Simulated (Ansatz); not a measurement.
Relaxation of AlH₅O (7 atoms, charge 0, multiplicity 1), to a largest force component of 0.03 eV/Å in at most 50 steps.

Computed with RKS PBE-D4/def2-SVP in Ansatz 0.2.0.

```xyz
7
Properties=species:S:1:pos:R:3:forces:R:3
Al 0.063 0.329 -0.097 0.07 -0.49 -0.34
H -0.020 0.145 1.467 -0.05 0.10 0.51
H 1.467 0.689 -0.772 -0.01 -0.01 0.01
H -1.295 0.285 -0.942 -0.01 0.00 0.01
O 0.156 -2.463 0.877 -0.04 0.88 0.08
H -0.760 -2.792 0.792 -0.01 0.02 0.00
H 0.062 -1.718 1.530 0.04 -0.50 -0.26
```

Q: Where does it end, and by what steps?

A: The run converged. After 7 steps the energy has fallen by 0.687 eV; H6 moved furthest, 0.62 Å. Joined: Al1–O5 (2.96 → 2.06 Å).

```json
{"step": "0", "energy less start (eV)": "0.0000", "largest force component (eV/Å)": "0.884", "accepted": "yes"}
{"step": "1", "energy less start (eV)": "-0.1465", "largest force component (eV/Å)": "1.070", "accepted": "yes"}
{"step": "2", "energy less start (eV)": "-0.3775", "largest force component (eV/Å)": "1.494", "accepted": "yes"}
{"step": "3", "energy less start (eV)": "-0.5641", "largest force component (eV/Å)": "0.460", "accepted": "yes"}
{"step": "4", "energy less start (eV)": "-0.6295", "largest force component (eV/Å)": "0.621", "accepted": "yes"}
{"step": "5", "energy less start (eV)": "-0.6618", "largest force component (eV/Å)": "0.484", "accepted": "yes"}
{"step": "6", "energy less start (eV)": "-0.6734", "largest force component (eV/Å)": "0.220", "accepted": "yes"}
{"step": "7", "energy less start (eV)": "-0.6870", "largest force component (eV/Å)": "0.012", "accepted": "yes"}
```

```xyz
7
Properties=species:S:1:pos:R:3
Al 0.049 0.046 0.094
H -0.047 0.640 1.595
H 1.416 0.256 -0.722
H -1.330 -0.101 -0.738
O 0.136 -1.929 0.671
H -0.621 -2.429 0.309
H 0.069 -2.009 1.644
```

Whether the end is a true minimum wasn't checked by a vibrational analysis.

The run took 11 s on 1 thread of AMD EPYC 7R43 64-Core Processor (Zen 3), with other jobs on the host, peak memory 0.12 GiB.
